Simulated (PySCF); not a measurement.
## How methods differ on the electron affinity of C

C⁻ [He] 2s2 2p3 (4S) → C [He] 2s2 2p2 (3P), as a difference of total energies. Computed with PySCF 2.14 in def2-QZVPPD, with no relativity, point nucleus. Correlated levels: valence: 1s2 frozen. The calculations carry no spin-orbit coupling.

**Question.** Order these methods by the electron affinity they give, lowest first.
A. SCS-MP2 (valence)
B. CCSD (valence)
C. MP2 (valence)
D. CCSD(T) (valence)

**Answer.** A (0.907 eV), B (1.062 eV), D (1.124 eV), C (1.184 eV).

Errors of the correlated levels include the incompleteness of this basis and the frozen core.

For comparison: 1.262 eV (measured; photodetachment measurements, as compiled on the Wikipedia data page of electron affinities).
